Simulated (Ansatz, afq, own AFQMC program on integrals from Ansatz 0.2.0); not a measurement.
# SiGeH, quartet → SiGeH, doublet

```
atom   x (Å)    y (Å)    z (Å)
  Si  0.0000   0.0406   1.7372
  Ge  0.0000  -0.0362  -0.6556
   H  0.0000   1.4755  -1.1562
```

Connectivity, by distances: Si–GeH.

E(doublet, charge +0) − E(quartet, charge +0) at this geometry, on UHF and ROHF determinants.

Basis cc-pVDZ. Noble-gas cores (and the filled d shells of Ga–Kr and In–Xe) are frozen. Ansatz 0.2.0 and our own AFQMC program on the same integrals; the CISD trial comes from CCSD amplitudes, and released means the phaseless constraint is let go. Uncertainties: one standard error, sampling alone. No spin–orbit coupling. The errors of all members are added in quadrature.

No full CI on the walks' own integrals is used here; CCSDTQ serves as the reference and is uncertain by about the last step of the cluster series. Each member takes its own surest rung, up to full CI.

Errors are counted within cc-pVDZ, not against nature.

Cautions: inner d shell frozen; no relativity below Rb; no spin-orbit coupling; SiGeH (quartet): another spin lies lower, the released energies have errors that jump between times, so the bars are unsure, so no released level is given (meV from the phaseless value at times in 1/Eh: -5 ± 3 at 0.24, -15 ± 8 at 0.51, -10.9 ± 2.3 at 0.99, -14.2 ± 2.3 at 1.62, -23 ± 3 at 2.40), its ph-AFQMC/CISD value lies 32 ± 3 meV above CCSDTQ; SiGeH (doublet): a spin-contaminated unrestricted determinant lies lower (UHF 276 meV lower, ⟨S²⟩ 1.55), strong correlation (T1 0.052, weight of the determinant 0.81, largest double 0.09), the released energies are still falling, so no released level is given (meV from the phaseless value at times in 1/Eh: -3 ± 4 at 0.24, -9 ± 4 at 0.51, -16 ± 4 at 0.99, -20 ± 3 at 1.62, 14 ± 37 at 2.40), its ph-AFQMC/CISD value lies 48 ± 5 meV above CCSDTQ.

```json
{"level": "MP2", "vertical spin gap (kcal/mol)": "-6.1"}
{"level": "HF", "vertical spin gap (kcal/mol)": "1.5"}
```

(1) From these cheaper values, estimate the vertical spin gap at the reference level in cc-pVDZ.

(1) -9.8 kcal/mol (CCSDTQ in cc-pVDZ).

```json
{"level": "CCSD", "vertical spin gap (kcal/mol)": "-8.4", "error against CCSDTQ (kcal/mol)": "1.4"}
{"level": "CCSD(T)", "vertical spin gap (kcal/mol)": "-9.2", "error against CCSDTQ (kcal/mol)": "0.6"}
{"level": "CCSDT", "vertical spin gap (kcal/mol)": "-9.6", "error against CCSDTQ (kcal/mol)": "0.2"}
{"level": "CCSDT(Q)", "vertical spin gap (kcal/mol)": "-9.8", "error against CCSDTQ (kcal/mol)": "0.0"}
{"level": "ph-AFQMC/HF", "vertical spin gap (kcal/mol)": "-10.2 ± 0.8", "error against CCSDTQ (kcal/mol)": "-0.4 ± 0.8"}
{"level": "ph-AFQMC/CISD", "vertical spin gap (kcal/mol)": "-9.4 ± 0.1", "error against CCSDTQ (kcal/mol)": "0.4 ± 0.1"}
```

Correlation beyond CCSD(T) takes off 0.6 kcal/mol. The perturbative (T) step is worth −0.9 kcal/mol. Where the cautions show a poor determinant, the low rows tell how each method copes with it, not its usual error.

CCSDT and higher add their correlation energy to the determinant of the CCSD(T) run, since their own runs factorise the integrals more tightly (a shift of under 2 meV). A walk keeps the symmetry of its determinant, which the program's search chose and which needn't be the lowest solution, so a lower state of the same spin and another symmetry isn't excluded.
